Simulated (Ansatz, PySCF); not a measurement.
## Smallest direct gap on the k points sampled of rock-salt MgO at several levels of theory

No measured value is used here.

```tsv
level (code)	value (eV)	cell (Å³/atom)
LDA (Ansatz)	4.69	9.31
BLYP (Ansatz)	5.06	9.31
PBE (Ansatz)	4.78	9.31
RPBE (Ansatz)	4.89	9.31
PBE-D3(BJ) (Ansatz)	4.77	9.31
PBE-D4 (Ansatz)	4.65	9.43
r²SCAN (Ansatz)	5.67	9.31
r²SCAN+rVV10 (Ansatz)	5.71	9.23
r²SCAN0 (Ansatz)	7.86	9.31
Hartree–Fock (Ansatz)	15.67	9.31
G0W0@HSE06 (Ansatz)	8.44	9.31
G0W0@PBE (PySCF)	7.31 ± 0.09	9.31
```

Computed values are for a static lattice.  A ± on a computed value is a rough bar: the spread of its extrapolation, a floor set from checks against published values, or a statistical error. G0W0@HSE06: GW on a hybrid start was not checked against another program. Values are at the measured cell; PBE-D3(BJ) at the level's own relaxed cell; PBE-D4 at the level's own equilibrium cell; r²SCAN+rVV10 at the level's own relaxed cell. Cutoffs and k meshes differ between the levels. Ansatz's density-functional and Hartree–Fock values are scalar-relativistic unless marked +SOC, with PAW data made under PBE.

Ansatz is a quantum-chemistry and plane-wave program.
